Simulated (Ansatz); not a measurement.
## Ansatz (development build ahead of 0.2.0) run

```yaml
crystal:
  periodic: [false, false, false]
  atoms:
    - { symbol: P, position_ang: [-0.00132, 0.0093, -0.47021] }
    - { symbol: "N", position_ang: [0.00912, 0.00151, 1.01877] }
basis:
  gaussian: { orbitals: STO-3G }
hamiltonian:
  xc: hf
correlation:
  method: mp2
  frozen_orbitals: { "N": 1, P: 5 }
```

The input is written out in the form of the current development build from the run's settings.

Output:

```json
{
 "Converged": "yes",
 "Reference energy": "-390.59193 hartree",
 "Correlation energy": "-0.18441 hartree",
 "Total energy": "-390.77634 hartree",
 "Spin squared of the determinant": "0.000"
}
```

Caution: in another basis set an unrestricted determinant lies well below.
